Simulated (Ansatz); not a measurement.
Harmonic frequencies (cm⁻¹) at PBE0-D4/def2-TZVPD from Ansatz: 554, 556, 642, 838, 888, 1202, 1329, 1791, 3841.

Each molecule was computed in one conformer, which needn't be the lowest.

Task: Which molecule is it?
A. `O=C([O-])O`
B. `[OH3+]`
C. `[F][Al-]([F])([F])[F]`
D. `O=S(=O)([O-])O`

Result: A.
